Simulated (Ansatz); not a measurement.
Molecule (SMILES): [CH]=O (CH-O), doublet.
Atoms: C1, O2, H3. Bonds: C1-O2, C1-H3.

How fast the optimised C1-O2 bond length converges with the basis for several methods (Ansatz, a program for electronic structure): deviation from each method's own reference, in Å. References: B3LYP 1.1706 Å, the value in aug-pcseg-3; HF 1.1484 Å, the value in aug-pcseg-3; MP2 1.1794 Å, the value in aug-cc-pVQZ; PBE 1.1811 Å, the value in aug-pcseg-3. Cartesian d functions, on some or all atoms, in 6-31G*; all else is spherical. In correlated methods cores are frozen. Core-valence sets carry the plain set on hydrogen. Open shells are unrestricted. No added dispersion term, no relativity. The reference of a correlated method is not its basis-set limit, which lies further on.

```json
[
 {"basis": "6-31G*", "functions": "32", "B3LYP": "0.0121", "HF": "0.0104", "MP2": "___", "PBE": "0.0117"},
 {"basis": "cc-pVDZ", "functions": "33", "B3LYP": "0.0097", "HF": "0.0077", "MP2": "___", "PBE": "0.0095"},
 {"basis": "6-311G**", "functions": "42", "B3LYP": "0.0037", "HF": "0.0031", "MP2": "___", "PBE": "0.0035"},
 {"basis": "6-311+G**", "functions": "50", "B3LYP": "0.0036", "HF": "0.0033", "MP2": "___", "PBE": "0.0034"},
 {"basis": "aug-cc-pVDZ", "functions": "55", "B3LYP": "0.0097", "HF": "0.0087", "MP2": "___", "PBE": "0.0094"},
 {"basis": "pcseg-2", "functions": "74", "B3LYP": "0.0011", "HF": "0.0012", "MP2": "___", "PBE": "0.0011"},
 {"basis": "jun-cc-pV(T+d)Z", "functions": "92", "B3LYP": "0.0022", "HF": "0.0023", "MP2": "___", "PBE": "0.0021"},
 {"basis": "def2-TZVPPD", "functions": "94", "B3LYP": "0.0013", "HF": "0.0014", "MP2": "___", "PBE": "0.0013"},
 {"basis": "cc-pCVTZ", "functions": "100", "B3LYP": "0.0017", "HF": "0.0018", "MP2": "___", "PBE": "0.0017"},
 {"basis": "aug-cc-pVTZ", "functions": "115", "B3LYP": "0.0021", "HF": "0.0023", "MP2": "___", "PBE": "0.0021"},
 {"basis": "cc-pVQZ", "functions": "140", "B3LYP": "0.0003", "HF": "0.0004", "MP2": "___", "PBE": "0.0002"},
 {"basis": "def2-QZVPP", "functions": "144", "B3LYP": "0.0002", "HF": "0.0003", "MP2": "___", "PBE": "0.0002"}
]
```

### Question
Some entries are withheld; supply them.

### Answer

- 6-31G*, MP2: 0.0125
- cc-pVDZ, MP2: 0.0106
- 6-311G**, MP2: 0.0032
- 6-311+G**, MP2: 0.0035
- aug-cc-pVDZ, MP2: 0.0145
- pcseg-2, MP2: 0.0017
- jun-cc-pV(T+d)Z, MP2: 0.0036
- def2-TZVPPD, MP2: 0.0025
- cc-pCVTZ, MP2: 0.0019
- aug-cc-pVTZ, MP2: 0.0037
- cc-pVQZ, MP2: -0.0005
- def2-QZVPP, MP2: -0.0004

Mean absolute deviation over 6-311G**, 6-311+G**, pcseg-2, jun-cc-pV(T+d)Z, def2-TZVPPD, cc-pCVTZ, aug-cc-pVTZ: PBE 0.0022, HF 0.0022, B3LYP 0.0022, MP2 0.0029 Å.
